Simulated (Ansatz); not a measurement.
Start from `BCO` and change one element to get `B[SiH2]O`.

Ansatz, PBE0-D4/def2-TZVP geometries, multiplicity 1. Each molecule was computed in one conformer, which needn't be the lowest.

| property | `BCO` |
| --- | --- |
| HOMO–LUMO gap (PBE/def2-TZVPP) / eV | 6.07 |
| LUMO energy (B3LYP/def2-TZVPP) / eV | -0.25 |
| size of the dipole moment (B3LYP/def2-TZVPP) / D | 2.59 |
| HOMO–LUMO gap (ωB97M-V/def2-TZVPP) / eV | 12.37 |
| LUMO energy (PBE/def2-TZVPP) / eV | -0.86 |
| HOMO–LUMO gap (PBE0/def2-TZVPP) / eV | 8.45 |

**Question.** What does the change do to each property? (Estimate.)

**Answer.** Ansatz gave: 
| property | `B[SiH2]O` | shift |
| --- | --- | --- |
| HOMO–LUMO gap (PBE/def2-TZVPP) / eV | 3.16 | -2.91 |
| LUMO energy (B3LYP/def2-TZVPP) / eV | -2.68 | -2.43 |
| size of the dipole moment (B3LYP/def2-TZVPP) / D | 1.47 | -1.12 |
| HOMO–LUMO gap (ωB97M-V/def2-TZVPP) / eV | 9.67 | -2.70 |
| LUMO energy (PBE/def2-TZVPP) / eV | -3.47 | -2.61 |
| HOMO–LUMO gap (PBE0/def2-TZVPP) / eV | 5.50 | -2.95 |

With PBE0 the HOMO rises by 0.37 eV and the LUMO falls by 2.58 eV, so the gap narrows by about 2.95 eV. PBE moves the HOMO by 0.31 eV and ωB97M-V by 0.54 eV. Dipoles are sizes alone; their direction can turn.

B3LYP here is the variant with VWN-RPA as its local correlation; programs differ in this.
